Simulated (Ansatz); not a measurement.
**BSiH₄ (doublet): the correlation ladder at a displaced geometry (v1), cc-pVDZ**

One table from this session's results is given with a row withheld; the runs are named, their logs left out.

Computed with Ansatz 0.2.0, Gaussian basis. Level: cc-pVDZ, core rule «outside noble gas», up to 6 orbitals frozen.

Plan: UHF; CCSD(T) on ROHF; CCSD(T) on UHF; BCCD(T) on ROHF; CISD; CCSDT(Q) on ROHF; CCSDT(Q) on UHF; CASSCF and MRCISD+Q, 9 electrons in 9 orbitals; CASSCF and NEVPT2, 9 electrons in 9 orbitals.

16 further runs of the same task are left out: 4 that didn't finish, 12 set aside as unsound or not needed.

## What is computed

The geometry is a PBE0/def2-TZVP stationary point (not a proven minimum) with its atoms shifted at random (size 0.040 Å).

6 atoms, charge 0, spin multiplicity 2.

Atoms are counted from 1 here; the program's logs count them from 0.

Bond lengths: Si1–B2 1.934 Å, Si1–H3 1.491 Å, Si1–H4 1.488 Å, B2–H5 1.242 Å, B2–H6 1.209 Å. Angles: B2–Si1–H3 122.6°, B2–Si1–H4 123.1°, H3–Si1–H4 114.3°, Si1–B2–H5 121.4°, Si1–B2–H6 121.3°, H5–B2–H6 116.9°.

The first run:

Contents of in.yaml:

```yaml
crystal:
  periodic: [false, false, false]
  atoms:
    - {symbol: Si, position_ang: [0.003517, 0.003982, 0.569745]}
    - {symbol: B, position_ang: [0.002684, -0.012161, -1.363797]}
    - {symbol: H, position_ang: [0.050648, 1.265873, 1.362885]}
    - {symbol: H, position_ang: [-0.052129, -1.234389, 1.392687]}
    - {symbol: H, position_ang: [-0.094513, 1.037550, -2.020205]}
    - {symbol: H, position_ang: [-0.030803, -1.049541, -1.983021]}
basis:
  gaussian: {orbitals: cc-pVDZ}
magnetization: {spin_polarized: true, initial_magnetization: 1}
hamiltonian: {xc: hf}
output: {orbitals: {seedname: orbitals}}
```

Run with:

```bash
> ansatz run in.yaml --threads 1 --pin off --events-out ev --progress --plain --max-ram 2393MiB
```

Steps of the session up to this table: UHF; CCSD(T) on ROHF; CCSD(T) on UHF; BCCD(T) on ROHF; CISD; CCSDT(Q) on ROHF; CCSDT(Q) on UHF; CASSCF and MRCISD+Q, 9 electrons in 9 orbitals; CASSCF and NEVPT2, 9 electrons in 9 orbitals.

One table of the session follows, with a row left open; its other results are not shown here.

```
           method  from UCCSDT(Q) (meV)
             ROHF               +6120.4
              UHF               +6042.9
             RMP2               +1288.0
             UMP2               +1302.3
             CISD                +644.8
            RCCSD                +188.0
            UCCSD                +185.9
         RCCSD(T)                 +37.3
         UCCSD(T)                 +37.6
          BCCD(T)                     ?
           RCCSDT                  +6.4
           UCCSDT                  +6.1
        RCCSDT(Q)                  +0.3
        UCCSDT(Q)                     0
  CASSCF frontier               +4519.2
  MRCISD frontier                +391.9
MRCISD+Q frontier                 +33.9
```

**Question.** Estimate the row for BCCD(T).

As computed: from UCCSDT(Q) (meV): +36.5. In the column «from UCCSDT(Q) (meV)» it lies between MRCISD+Q frontier (+33.9) and RCCSD(T) (+37.3).

Not comparable, so not listed: CASSCF and NEVPT2, 9 electrons in 9 orbitals (they don't share determinant, frozen orbitals or solution with the rows shown, or repeat one).

Limits of these values: Restricted and unrestricted rows rest on different reference determinants; where their highest levels disagree by more than a few hundredths of an eV, they describe different states and don't form one ladder. Warnings in the runs' records: passed over end.
